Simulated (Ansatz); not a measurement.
Input for Ansatz (a first-principles code): R-B2PLYP/def2-TZVPPD on CH4 (SMILES C) with ghost functions. Files ending in .json are basis or fitting sets from the Basis Set Exchange.

Ansatz 0.2 input:
```yaml
crystal:
  periodic: [false, false, false]
  atoms:
    - {symbol: C, position_ang: [0.00069016, 0.00000000, -1.99985520]}
    - {symbol: H, position_ang: [-0.50741740, 0.88759452, -2.37290605]}
    - {symbol: H, position_ang: [1.03052749, 0.00000000, -2.35282982]}
    - {symbol: H, position_ang: [-0.01314396, 0.00000000, -0.91190852]}
    - {symbol: H, position_ang: [-0.50741740, -0.88759452, -2.37290605]}
basis:
  gaussian:
    orbitals: def2-TZVPPD.json
    ghost_atoms:
      - {symbol: O, position_ang: [-0.00472553, 0.00000000, 1.71597466]}
      - {symbol: H, position_ang: [0.03211863, 0.75755459, 2.30172044]}
      - {symbol: H, position_ang: [0.03211863, -0.75755459, 2.30172044]}
hamiltonian:
  xc: {name: B2PLYP}
magnetization: {spin_polarized: false}
correlation: {electrons: outside_noble_gas}
scf: {lower_state_search: off}
```

It printed:

```
WARN ansatz: RAYON_NUM_THREADS=2 ignored (pool sized by the plan → 2); use --threads N
Functional definition: B2PLYP
these checks for a lower state are left out or cut short: stability, starts, cluster_reference, orbital_swaps, neighbouring_geometries, increment
integrals: 0.20 GiB planned
1009 factors; integrals over basis functions are off by at most 1.1e-3 eV
mean field: 0.54 GiB planned
mean field evaluation 1: about -1097.1439 eV, gradient 3.6e1 eV
mean field evaluation 2: about -1097.1438 eV, gradient 3.6e1 eV
mean field evaluation 4: about -1099.9728 eV, gradient 6.7e-1 eV
mean field evaluation 8: about -1099.9744 eV, gradient 6.3e-3 eV
mean field evaluation 16: about -1099.9744 eV, gradient 6.0e-7 eV
mean field -1099.97437036 eV, -40.4233125211 hartree, gradient 6.0e-7 eV, S^2 0.000000; 0 other end points of the search recorded, 0 dependent functions left out
1 core orbitals not correlated
reference -1099.97448786 eV, -40.4233168394 hartree; 4, 4 occupied and 174, 174 virtual orbitals, 1009 factors
second order -6.46571532 eV of doubles, -0.00000000 eV of singles
Total energy: -1101.72023100 eV, -40.4874717164 hartree
Checks for a lower state left out: stability, starts, cluster_reference, orbital_swaps, neighbouring_geometries, increment
```

The run converged.

Cost: roughly 2.2 core-seconds.
